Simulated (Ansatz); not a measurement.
Input file:

```yaml
crystal:
  periodic: [false, false, false]
  atoms:
    - {symbol: O, position_ang: [0.000000, 0.000000, 0.000000]}
    - {symbol: O, position_ang: [0.000000, 0.000000, 1.192971]}
basis:
  gaussian: {orbitals: cc-pVDZ}
magnetization: {spin_polarized: true, initial_magnetization: 0}
correlation: {method: ccsdt_q, electrons: outside_noble_gas}
```

```sh
$ ansatz run in.yaml --threads 1 --pin off --events-out ev --progress --plain --max-ram 2502MiB
```

Output:

```
438 factors; integrals over basis functions are off by at most 7.6e-8 eV
mean field evaluation 1: about -4068.7775 eV, gradient 1.3e1 eV
mean field evaluation 2: about -4068.7799 eV, gradient 1.3e1 eV
mean field evaluation 4: about -4069.3308 eV, gradient 7.1e-1 eV
mean field evaluation 8: about -4069.3338 eV, gradient 9.4e-5 eV
mean field evaluation 16: about -4069.7734 eV, gradient 7.5e-1 eV
mean field evaluation 32: about -4070.7862 eV, gradient 1.5e0 eV
mean field evaluation 64: about -4069.3338 eV, gradient 1.3e-6 eV
mean field evaluation 96: about -4070.8718 eV, gradient 7.6e-3 eV
mean field evaluation 128: about -4069.3338 eV, gradient 1.8e-2 eV
mean field evaluation 160: about -4070.8867 eV, gradient 7.3e-1 eV
...
cycle  14  -10.31508216 eV  change   -1.3e-3 eV  update   1.2e-4
cycle  15  -10.31535250 eV  change   -2.7e-4 eV  update   3.0e-5
cycle  16  -10.31552630 eV  change   -1.7e-4 eV  update   1.3e-5
cycle  17  -10.31553342 eV  change   -7.1e-6 eV  update   1.8e-6
cycle  18  -10.31552989 eV  change    3.5e-6 eV  update   7.2e-7
cycle  19  -10.31553281 eV  change   -2.9e-6 eV  update   3.0e-7
cycle  20  -10.31553116 eV  change    1.7e-6 eV  update   1.5e-7
cycle  21  -10.31553316 eV  change   -2.0e-6 eV  update   1.5e-7
cycle  22  -10.31553235 eV  change    8.1e-7 eV  update   1.3e-7
cycle  23  -10.31553220 eV  change    1.5e-7 eV  update   6.2e-8
perturbative correction -0.20052880 eV, -0.0073692976 hartree
WARN: the results are in doubt because among natural orbitals full CI differs from the method by +1.121 eV
Total energy: -4081.38784591 eV, -149.9882368733 hartree
In doubt: among natural orbitals full CI differs from the method by +1.121 eV
```

Ran on 1 thread of Arm Neoverse V1, shared host: 9.5 s wall, 0.18 GiB peak host memory.
